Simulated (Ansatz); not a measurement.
A structure drawn as `CCC=C(F)Cl`, with this starting geometry:

```xyz
12

C    -1.060   -1.047    0.794
C    -0.420    0.322    0.560
C     0.234    0.441   -0.808
C     1.534    0.745   -0.904
F     2.347    0.820    0.106
Cl    2.201    0.870   -2.555
H    -1.770   -1.261    0.011
H    -0.221   -1.817    0.724
H    -1.489   -1.097    1.716
H     0.290    0.543    1.360
H    -1.219    1.088    0.635
H    -0.427    0.395   -1.640
```

The species carries charge 0 and has multiplicity 1.

Question: Does it keep its bonds when Ansatz relaxes it at PBE-D4/def2-SVP and then PBE0-D4/def2-TZVP?

Answer: Yes, every drawn bond is still there and no new one forms.

Question: Give the relaxed structure. (Estimate.)

Answer: The calculation gave: 
Z-matrix (Å, degrees):
```
C
C 1 1.525
H 1 1.092 2 110.9
H 1 1.092 2 110.8 3 120.2
H 1 1.093 2 111.2 3 -119.9
C 2 1.492 1 112.2 3 61.8
H 2 1.096 1 109.2 3 -177.6
H 2 1.092 1 110.1 3 -60.9
C 6 1.321 2 124.5 1 -118.6
H 6 1.084 2 118.8 1 60.3
F 9 1.329 6 123.1 2 -0.9
Cl 9 1.711 6 125.3 2 179.3
```
No frequency check was run.

Atoms count as bonded under 1.1 times the sum of their covalent radii (H–H under 0.85 Å, pairs among N, O and F under 1.55 Å), and a drawn bond as lost past 1.3 times.
